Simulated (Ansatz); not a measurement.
Ansatz (an electronic-structure program) input (B3LYP-D3(BJ)/def2-TZVP):

Ansatz 0.2 input:
```yaml
crystal:
  periodic: [false, false, false]
  atoms:
    - {symbol: N, position_ang: [0.01165226, -0.19616299, 1.49726249]}
    - {symbol: C, position_ang: [-0.02047128, -0.23075557, -1.25633108]}
    - {symbol: C, position_ang: [-0.00781085, 0.93924792, 0.81045534]}
    - {symbol: C, position_ang: [0.01476117, -1.32267290, 0.77655367]}
    - {symbol: C, position_ang: [0.00020869, -1.49904955, -0.62514290]}
    - {symbol: C, position_ang: [-0.02478775, 0.97766552, -0.57260104]}
    - {symbol: H, position_ang: [-0.03316531, -0.18925700, -2.35491604]}
    - {symbol: H, position_ang: [-0.01036079, 1.85869139, 1.40567078]}
    - {symbol: H, position_ang: [0.03166398, -2.21783049, 1.41721467]}
    - {symbol: H, position_ang: [-0.04058563, 1.94030168, -1.09082023]}
basis:
  gaussian:
    orbitals: def2-TZVP
hamiltonian:
  xc: b3lyp
  dispersion: d3bj
total_charge: -1
relax: {f_tol: 0.002, max_steps: 150}
```

Output:

```
Functional definition: B3LYP
integrals: 0.12 GiB planned
1231 factors; their error is unknown
mean field: 1.20 GiB planned
mean field evaluation 1: about -6735.5536 eV, gradient 4.6e1 eV
mean field evaluation 2: about -6725.0414 eV, gradient 7.3e1 eV
mean field evaluation 4: about -6741.0216 eV, gradient 8.5e0 eV
mean field evaluation 8: about -6741.1925 eV, gradient 2.1e-1 eV
mean field evaluation 16: about -6741.1792 eV, gradient 1.1e-2 eV
mean field -6741.17922509 eV, -247.7337671865 hartree, gradient 1.1e-5 eV, S^2 0.000000; 0 other end points of the search recorded, 0 dependent functions left out
the calculation of the forces begins
reference -6741.17948257 eV, -247.7337766490 hartree; 21, 21 occupied and 189, 189 virtual orbitals, 1231 factors
relax step   1: F+E_penalty+E_count = -6741.61236992 eV  Δ(F+E_penalty+E_count) = +0.000e0 eV  max|allowed force component| = 8.851e-1 eV/Å  Δτ_max = 0.0000 Å  (35 SCF iters, accepted)
these checks for a lower state are left out or cut short: starts, cluster_reference, orbital_swaps, neighbouring_geometries, increment
integrals: 0.12 GiB planned
1231 factors; their error is unknown
mean field: 1.20 GiB planned
mean field -6741.19185094 eV, -247.7342311783 hartree, gradient 1.6e-5 eV, S^2 0.000000; 0 other end points of the search recorded, 0 dependent functions left out
the calculation of the forces begins
reference -6741.19210877 eV, -247.7342406533 hartree; 21, 21 occupied and 189, 189 virtual orbitals, 1231 factors
relax step   2: F+E_penalty+E_count = -6741.62494201 eV  Δ(F+E_penalty+E_count) = -1.257e-2 eV  max|allowed force component| = 3.098e-1 eV/Å  Δτ_max = 0.0093 Å  (35 SCF iters, accepted)
these checks for a lower state are left out or cut short: starts, cluster_reference, orbital_swaps, neighbouring_geometries, increment
integrals: 0.12 GiB planned
1231 factors; their error is unknown
mean field: 1.20 GiB planned
mean field evaluation 32: about -6741.1932 eV, gradient 6.3e-1 eV
mean field -6741.19379943 eV, -247.7343027837 hartree, gradient 1.6e-5 eV, S^2 0.000000; 0 other end points of the search recorded, 0 dependent functions left out
the calculation of the forces begins
reference -6741.19405725 eV, -247.7343122584 hartree; 21, 21 occupied and 189, 189 virtual orbitals, 1231 factors
relax step   3: F+E_penalty+E_count = -6741.62691743 eV  Δ(F+E_penalty+E_count) = -1.975e-3 eV  max|allowed force component| = 3.983e-2 eV/Å  Δτ_max = 0.0050 Å  (35 SCF iters, accepted)
these checks for a lower state are left out or cut short: starts, cluster_reference, orbital_swaps, neighbouring_geometries, increment
integrals: 0.12 GiB planned
1231 factors; their error is unknown
mean field: 1.19 GiB planned
mean field -6741.19383449 eV, -247.7343040722 hartree, gradient 1.6e-5 eV, S^2 0.000000; 0 other end points of the search recorded, 0 dependent functions left out
the calculation of the forces begins
reference -6741.19409229 eV, -247.7343135460 hartree; 21, 21 occupied and 189, 189 virtual orbitals, 1231 factors
relax step   4: F+E_penalty+E_count = -6741.62694500 eV  Δ(F+E_penalty+E_count) = -2.758e-5 eV  max|allowed force component| = 2.107e-2 eV/Å  Δτ_max = 0.0027 Å  (36 SCF iters, accepted)
these checks for a lower state are left out or cut short: starts, cluster_reference, orbital_swaps, neighbouring_geometries, increment
integrals: 0.12 GiB planned
1231 factors; their error is unknown
mean field: 1.20 GiB planned
mean field -6741.19386799 eV, -247.7343053034 hartree, gradient 1.6e-5 eV, S^2 0.000000; 0 other end points of the search recorded, 0 dependent functions left out
the calculation of the forces begins
reference -6741.19412578 eV, -247.7343147769 hartree; 21, 21 occupied and 189, 189 virtual orbitals, 1231 factors
relax step   5: F+E_penalty+E_count = -6741.62697955 eV  Δ(F+E_penalty+E_count) = -3.455e-5 eV  max|allowed force component| = 1.532e-3 eV/Å  Δτ_max = 0.0016 Å  (36 SCF iters, accepted)
integrals: 0.12 GiB planned
1231 factors; their error is unknown
mean field: 1.20 GiB planned
mean field evaluation 64: about -6741.2095 eV, gradient 1.7e-1 eV
mean field -6741.19386799 eV, -247.7343053034 hartree, gradient 1.6e-5 eV, S^2 0.000000; 1 other end points of the search recorded, 0 dependent functions left out
the calculation of the forces begins
reference -6741.19412578 eV, -247.7343147769 hartree; 21, 21 occupied and 189, 189 virtual orbitals, 1231 factors
Total energy: -6741.62723734 eV, -247.7502313331 hartree
Atom 0 at     0.011850    -0.196351     1.507190 Å, force    -0.000373     0.000782    -0.000224 eV/Å
Atom 1 at    -0.020194    -0.236535    -1.263073 Å, force     0.000184     0.000448     0.000088 eV/Å
Atom 2 at    -0.007979     0.946595     0.816828 Å, force     0.000322    -0.001532     0.000928 eV/Å
Atom 3 at     0.015039    -1.334549     0.779956 Å, force     0.000118     0.000387    -0.000594 eV/Å
Atom 4 at     0.000263    -1.493706    -0.624694 Å, force    -0.000401    -0.000720     0.000936 eV/Å
Atom 5 at    -0.024524     0.977704    -0.571457 Å, force    -0.000426     0.000173    -0.000154 eV/Å
Atom 6 at    -0.033695    -0.182043    -2.356808 Å, force     0.000254     0.000206     0.000073 eV/Å
Atom 7 at    -0.010732     1.869899     1.396245 Å, force     0.000125     0.000853    -0.000191 eV/Å
Atom 8 at     0.031550    -2.226647     1.413991 Å, force     0.000228    -0.000586    -0.000431 eV/Å
Atom 9 at    -0.040474     1.935812    -1.090833 Å, force    -0.000031    -0.000009    -0.000430 eV/Å
Dipole moment:    -0.008152     0.909755     0.105725 e Å
```

It need not be the lowest isomer of its formula. Whether it binds its extra electron was not tested at this geometry.
